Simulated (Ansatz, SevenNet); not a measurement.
Elastic constant C11 (GPa) of solids drawn from the class of oxides, at two levels: the machine-learned potential SevenNet-l3i5 (trained on PBE and PBE+U data), and r²SCAN (plane waves, PAW; Ansatz, a program for electronic structure).

| solid | SevenNet-l3i5 | r²SCAN | shift (%) |
|---|---|---|---|
| rutile TiO2 | 261 | 291 | +11.5 |
| rock-salt MgO | 241 | 310 | +29 |
| cubic perovskite BaHfO3 | 308 | 340 | +10.4 |
| rutile SnO2 | 210 | 254 | +21 |
| stishovite (SiO2) | 397 | 452 | +13.9 |
| A-type hexagonal La2O3 | 191 | 212 | +11.0 |
| cubic perovskite KTaO3 | 409 | 462 | +13.0 |
| rock-salt CaO | 195 | 231 | +18.5 |
| corundum Ga2O3 (metastable phase) | 347 | 412 | +18.7 |
| α-quartz (SiO2) | 80.9 | 86.1 | +6.4 |

The shifts run from +6.4 % to +29 %, with a median of +13.4 %.

Of 10 rows, r²SCAN is the larger in 10 and the smaller in 0.

Ansatz's runs of these crystals have no spin polarisation.

Spin–orbit coupling is left out, also for the solids with elements from indium on (cubic perovskite BaHfO3, rutile SnO2, A-type hexagonal La2O3, cubic perovskite KTaO3); its size isn't shown.

Each level is taken at its own relaxed cell. Ansatz's density-functional and Hartree–Fock values are scalar-relativistic unless marked +SOC, with PAW data made under PBE.
